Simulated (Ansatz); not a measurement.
Two structures of CH6FSi, doublet, reached by relaxing down either side of one saddle point (PBE0-D4/def2-TZVP). Energies are electronic, without zero-point energy. Ansatz 0.2.0; basis: def2-TZVPP and def2-QZVPP; cores frozen in the correlated methods; orbitals are unrestricted. Extrapolation: Hartree–Fock as exp(−7.88 √X), correlation as X^−2.97. First:

F1  (-1.201, -1.179, 0.823)
Si2  (-0.327, -0.903, -0.494)
C3  (0.603, 0.687, -0.297)
H4  (-0.804, 1.241, 3.058)
H5  (-1.267, -0.844, -1.643)
H6  (0.595, -2.056, -0.661)
H7  (-0.079, 1.528, -0.156)
H8  (1.202, 0.882, -1.191)
H9  (1.279, 0.644, 0.560)
(Å)

Second:

```
9
angstrom
F -1.3023 0.1666 2.6761
Si -0.3103 -0.7863 -0.3792
C 0.7727 0.7208 -0.5780
H -1.1650 -0.2814 1.8663
H -1.4317 -0.8447 -1.3538
H 0.4479 -2.0652 -0.3672
H 0.1788 1.6342 -0.5126
H 1.2723 0.7041 -1.5516
H 1.5375 0.7518 0.2000
```

Q: Which bonds change from the first to the second?

A: CH₅FSi ([CH3][SiH2][F]) + H → CH₅Si ([CH3][SiH2]) + HF; bonds formed: F1–H4; bonds broken: F1–Si2.

Q: Give the saddle point's structure and its height above each. (An estimate is asked for; the value comes from the calculation.)

A: Computed: 198.1 kJ/mol above the first and 142.2 kJ/mol above the second (CCSD(T) at an estimated basis limit (MP2 extrapolated from triple and quadruple zeta, plus CCSD(T) − MP2 in triple zeta)).
```tsv
atom	x (Å)	y (Å)	z (Å)
F1	-1.0398	-0.3251	1.5711
Si2	-0.3380	-0.7119	-0.2380
C3	0.7860	0.7308	-0.5893
H4	-1.3532	0.0100	2.5806
H5	-1.4924	-0.7897	-1.1663
H6	0.3805	-2.0084	-0.1785
H7	0.2265	1.6679	-0.5593
H8	1.2482	0.6406	-1.5763
H9	1.5822	0.7859	0.1560
```

The T1 diagnostic stays at or below 0.024. ⟨S²⟩ of the unrestricted Hartree–Fock references: 0.75 to 0.77 (a pure state has 0.75).

Radical steps of this kind take place in plasma deposition and etching.

Labels in which every atom is bracketed show which atoms are joined, not bond orders.

For scale, one of the runs: CCSD(T)/def2-TZVPP, 188 basis functions (an equivalent command: `ansatz run in.yaml --threads 4`). The run took 100 s on 4 CPU threads (shared host), with 5 GiB of host memory at its peak.
